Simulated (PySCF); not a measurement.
Molecule: `Cn1cncn1`, C₃H₅N₃.

Atom-mapped SMILES (the numbers label the heavy atoms): `[CH3:1][n:2]1[cH:3][n:4][cH:5][n:6]1`; H(Xn) means a hydrogen on atom n.

Geometry PBE0-D3(BJ)/def2-SVP throughout; GIAO in PySCF 2.14, gas phase, one conformer, non-relativistic; equivalent atoms averaged; basis pcSseg-2.

For orientation, BLYP gives these shifts δ (against TMS, NH3 at the same level): C5 159.5, C3 146.9, C1 37.6, N6 336.1, N4 297.0, N2 240.3, H(C5) 7.77, H(C3) 7.63, H(C1) 3.77 ppm.

A run gave: C5 159.0, C3 148.1, C1 37.3, N6 327.3, N4 286.6, N2 229.9, H(C5) 7.89, H(C3) 7.76, H(C1) 3.73 ppm (shifts δ (against TMS, NH3 at the same level)).

Question: Which functional was used in that run?
A. PBE
B. LDA
C. LC-wPBE
D. B97-2
E. KT2

Answer: D. N4 tells them apart best: B97-2 gives 286.6, KT2 gives 276.3, LC-wPBE gives 292.4, PBE gives 294.3, LDA gives 306.9 ppm.
